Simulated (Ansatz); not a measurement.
`CC(C)[SiH3]` + silanol → disiloxane + propane at 600 K and 1 bar (ligand exchange at the Si–C bond).

Gas-phase electronic energies from Ansatz, PBE0-D4/def2-TZVP geometries. CBS: MP2 limit from def2 TZ/QZ plus the TZ coupled-cluster correction, frozen cores.

```
        species  CCSD(T)/CBS energy (Eh)  H − E (kJ/mol)  S (J/(mol·K))
  `CC(C)[SiH3]`               -409.25569           374.6          427.0
      `O[SiH3]`               -366.69042           135.7          307.9
`[SiH3]O[SiH3]`               -657.01000           196.4          409.1
          `CCC`               -118.98051           315.9          335.6
```

H − E and S are ideal-gas, rigid-rotor, harmonic terms from PBE0-D4/def2-TZVP. 1 Eh = 2625.50 kJ/mol, R = 8.31446 J/(mol·K).

Q: By hand: ΔE, ΔH, ΔS and ΔG.

A: ΔE = (-657.01000) + (-118.98051) − (-409.25569) − (-366.69042) = -0.04440 Eh = -116.6 kJ/mol. Δ(H − E) = 196.4 + 315.9 − 374.6 − 135.7 = 2.0, so ΔH = -114.6 kJ/mol. ΔS = 409.1 + 335.6 − 427.0 − 307.9 = 9.8 J/(mol·K). ΔG = -114.6 − 600 × (9.8)/1000 = -120.5 kJ/mol.

Q: By hand: the equilibrium constant, and the temperature at which ΔG would vanish if ΔH and ΔS stayed fixed.

A: log₁₀ K = −ΔG/(RT ln 10) = 10.5. ΔH and −TΔS have one sign here, so there is no such temperature.

The number of gas molecules stays the same, so ΔS is small and ΔH decides. A doubt of 5 kJ/mol in ΔE shifts log₁₀ K by 0.4 here. Modes under 60 cm⁻¹, often nearly free rotors, make the harmonic entropy too high. These are equilibria of isolated gas molecules and say nothing of rates. Largest T1 diagnostic: 0.011 (customary marks: 0.02 for closed shells, 0.045 for open ones).
